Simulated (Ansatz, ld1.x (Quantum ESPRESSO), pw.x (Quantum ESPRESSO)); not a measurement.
# pw.x on diamond K: one setting changed

Potential: PAW, ld1.x (Quantum ESPRESSO) 7.5, LDA (PW92); core [Ne], reference 3s2 3p6 4s1 4p0; waves: 3s (bound): rcut 2.10, rcutus 2.65 bohr; 4s (bound): rcut 2.10, rcutus 2.65 bohr; 3p (bound): rcut 2.25, rcutus 2.45 bohr; 4p (bound, empty): rcut 2.25, rcutus 2.45 bohr; 3d channel at 0.05 Ry: rc 2.80 bohr; local part: the d channel; core correction: none; augmentation: BG, radius 2.15 bohr.

The reference run (k-mesh 8³, cutoffs 40/320 Ry, Fermi–Dirac 0.01 Ry, mixing_beta 0.4, conv_thr 1e-9, no spin) gives -0.01 GPa at 96.222 Å³/atom, where all-electron LAPW gives -0.00 GPa. This run, with its own iteration cap, changes mixing_ndim to 2.

```
&control
  calculation='scf', prefix='x', pseudo_dir='./', outdir='./tmp', tstress=.true., disk_io='none'
/
&system
  ibrav=0, nat=2, ntyp=1, ecutwfc=40, ecutrho=320, nbnd=17,
  occupations='smearing', smearing='fd', degauss=0.01
/
&electrons
  conv_thr=1e-09, mixing_beta=0.4, electron_maxstep=60, mixing_ndim=2
/
ATOMIC_SPECIES
K 1.0 K.UPF
CELL_PARAMETERS angstrom
  0.00000000 4.58238379 4.58238379
  4.58238379 0.00000000 4.58238379
  4.58238379 4.58238379 0.00000000
ATOMIC_POSITIONS crystal
K 0.0000 0.0000 0.0000
K 0.2500 0.2500 0.2500
K_POINTS automatic
8 8 8 0 0 0
```

```bash
pw.x < K.scf.in > K.scf.out
```

How does the run end?

It converges in 11 iterations; the free energy moves by +0.0 meV/atom and the pressure by +0.00 GPa. The result is that of the reference run.

```
Message from routine setup:
     using ibrav=0 with symmetry is DISCOURAGED, use correct ibrav instead
     lattice parameter (alat)  =      12.2463  a.u.
     unit-cell volume          =    1298.6765 (a.u.)^3
     number of electrons       =        18.00
     number of Kohn-Sham states=           17
     kinetic-energy cutoff     =      40.0000  Ry
     charge density cutoff     =     320.0000  Ry
     scf convergence threshold =      1.0E-09
     Exchange-correlation= SLA  PW   NOGX NOGC
     number of k points=    29  Fermi-Dirac smearing, width (Ry)=  0.0100
     iteration #  1     ecut=    40.00 Ry     beta= 0.40
     total energy              =    -219.71141201 Ry
     estimated scf accuracy    <       0.00424608 Ry
     iteration #  2     ecut=    40.00 Ry     beta= 0.40
     total energy              =    -219.71110612 Ry
     estimated scf accuracy    <       0.00124625 Ry
     iteration #  3     ecut=    40.00 Ry     beta= 0.40
     total energy              =    -219.71119281 Ry
     estimated scf accuracy    <       0.00000523 Ry
     iteration #  4     ecut=    40.00 Ry     beta= 0.40
     total energy              =    -219.71120572 Ry
     estimated scf accuracy    <       0.00000282 Ry
     iteration #  5     ecut=    40.00 Ry     beta= 0.40
     total energy              =    -219.71120620 Ry
     estimated scf accuracy    <       0.00000050 Ry
     iteration #  6     ecut=    40.00 Ry     beta= 0.40
     total energy              =    -219.71120655 Ry
     estimated scf accuracy    <       0.00000156 Ry
     iteration #  7     ecut=    40.00 Ry     beta= 0.40
     total energy              =    -219.71120662 Ry
     estimated scf accuracy    <       0.00000016 Ry
     iteration #  8     ecut=    40.00 Ry     beta= 0.40
     total energy              =    -219.71120661 Ry
     estimated scf accuracy    <       0.00000002 Ry
     iteration #  9     ecut=    40.00 Ry     beta= 0.40
     total energy              =    -219.71120663 Ry
     estimated scf accuracy    <       0.00000002 Ry
     iteration # 10     ecut=    40.00 Ry     beta= 0.40
     total energy              =    -219.71120663 Ry
     estimated scf accuracy    <          3.4E-09 Ry
     iteration # 11     ecut=    40.00 Ry     beta= 0.40
     the Fermi energy is     0.4726 ev
!    total energy              =    -219.71120663 Ry
     estimated scf accuracy    <          8.7E-10 Ry
     smearing contrib. (-TS)   =      -0.00677784 Ry
     The total energy is F=E-TS. E is the sum of the following terms:
     one-electron contribution =     -87.34870857 Ry
     hartree contribution      =      63.83082070 Ry
     xc contribution           =     -20.50609507 Ry
     ewald contribution        =     -50.38779869 Ry
     one-center paw contrib.   =    -125.29264716 Ry
     convergence has been achieved in  11 iterations
          total   stress  (Ry/bohr**3)                   (kbar)     P=       -0.06
     Message from routine punch:
     Nothing written, as per user request (disk_io='none')
```

The run took about 89 s on one core of a shared host (Neoverse-V1, 32 threads, 247 GiB, load 41).
